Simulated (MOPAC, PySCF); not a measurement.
AlCl3, SMILES `[Cl][Al]([Cl])[Cl]`, neutral singlet in the gas phase. 

Z-matrix (Å, degrees):
```
Al
Cl 1 2.0837
Cl 1 2.0837 2 120.00
Cl 1 2.0837 2 120.00 3 -180.00
```
Charge 0, multiplicity 1.

All levels are single points at this geometry (PBE-D3(BJ)/def2-TZVP); Pople sets use spherical d functions. Orbital energies aren't observables, and empty levels follow the basis.

B3LYP/6-31G* in PySCF gives HOMO (eV) = -9.07.

**Question.** Estimate the HOMO (eV) from each of these levels: PBE-D3(BJ)/def2-TZVP in PySCF; B3LYP/LANL2DZ in PySCF; BP86/6-31G* in PySCF; M06-2X/6-31G* in PySCF; HF/STO-3G in PySCF; AM1 in MOPAC; PM3 in MOPAC; PM6 in MOPAC.

**Answer.** 
```tsv
level	HOMO (eV)
PBE-D3(BJ)/def2-TZVP in PySCF	-7.96
B3LYP/LANL2DZ in PySCF	-9.45
BP86/6-31G* in PySCF	-8.06
M06-2X/6-31G* in PySCF	-10.72
HF/STO-3G in PySCF	-11.12
AM1 in MOPAC	-12.39
PM3 in MOPAC	-11.31
PM6 in MOPAC	-11.48
```
